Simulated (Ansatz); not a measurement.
# Vanadium (bcc) across density functionals

All rows: Ansatz, plane waves with scalar-relativistic PAW, 420 eV (500 eV for the SCAN forms), relaxed under each functional, no dispersion correction, no zero-point motion. B₀ comes from uniform scaling at fixed shape; a dash is a value not given.

The measured cell (COD entry 9008557) has a = 3.024 Å, 13.83 Å³/atom.

```
functional  V (Å³/atom)         cell  B₀ (GPa)     magnetic state
       PBE        13.48  a = 2.998 Å       182  spin not included
    r²SCAN        13.28  a = 2.984 Å       193  spin not included
    PBEsol        12.96  a = 2.960 Å       197  spin not included
       LDA        12.54  a = 2.927 Å       210  spin not included
    revPBE        13.71  a = 3.016 Å       174  spin not included
      BLYP        13.86  a = 3.027 Å       169  spin not included
```

Question: What does RPBE give?

Answer: V (Å³/atom): 13.81; cell: a = 3.022 Å; B₀ (GPa): 172; magnetic state: spin not included.
